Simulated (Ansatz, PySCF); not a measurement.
Gas-phase enthalpy of formation at 298 K, by the atomisation route, of [SiH2] (SiH2) (SMILES; SiH2). Geometries: B3LYP-D3(BJ)/def2-TZVP minima from Ansatz (an electronic-structure program). Correlated levels leave the core frozen unless marked. UHF or UKS for open shells. Spin-orbit coupling is left out. No relativistic terms. CBS(X,Y): correlation extrapolated as X^-3; Hartree-Fock from the larger set (for Q and 5 zeta extrapolated as (X+1)exp(-9√X)). Unstable Hartree-Fock reference: [SiH2] (SiH2). Thermal terms are rigid-rotor harmonic-oscillator values from B3LYP-D3(BJ) frequencies (PySCF) at 298.15 K and 1 atm. 1 Eh = 627.5095 kcal/mol.

| species | count | E, CCSD(T)/CBS(cc-pV(Q+d)Z,cc-pV(5+d)Z) (Ansatz) (Eh) | E, PBE/def2-TZVPD (Ansatz) (Eh) | measured ΔHf at 0 K (kcal/mol) | H(298) - H(0) of the element (kcal/mol) |
|---|---|---|---|---|---|
| [SiH2] (SiH2) | 1 | -290.18517 | -290.45808 | - | - |
| H atom | 2 | -0.50000 | -0.49962 | 51.63 | 1.01 |
| Si atom | 1 | -288.94011 | -289.22297 | 106.60 | 0.76 |

Molecule: zero-point energy 7.27, H(298) - H(0) 2.39 kcal/mol. The route leaves out scalar relativity and anharmonic zero-point terms, the atoms' spin-orbit terms, and in the frozen-core level the core correlation. Atomic data: G2/97 table in ASE, which holds older values for B and Si.

Work out De, D0 and ΔHf at 0 and 298 K at both levels, and their errors against the measured value.


The atoms' values sum to 209.86 (0 K) and 2.78 (thermal), in kcal/mol.
- CCSD(T)/CBS(cc-pV(Q+d)Z,cc-pV(5+d)Z): De = 153.78; D0 = 153.78 - 7.27 = 146.51; ΔHf(0 K) = 209.86 - 146.51 = 63.35; ΔHf(298 K) = 63.35 + 2.39 - 2.78 = 62.96; error -2.2.
- PBE/def2-TZVPD: De = 148.01; D0 = 148.01 - 7.27 = 140.74; ΔHf(0 K) = 209.86 - 140.74 = 69.12; ΔHf(298 K) = 69.12 + 2.39 - 2.78 = 68.73; error +3.5.
Measured: 65.2 kcal/mol (G2/97 table in ASE (Curtiss et al.)). This is an older compilation, not checked against later work.
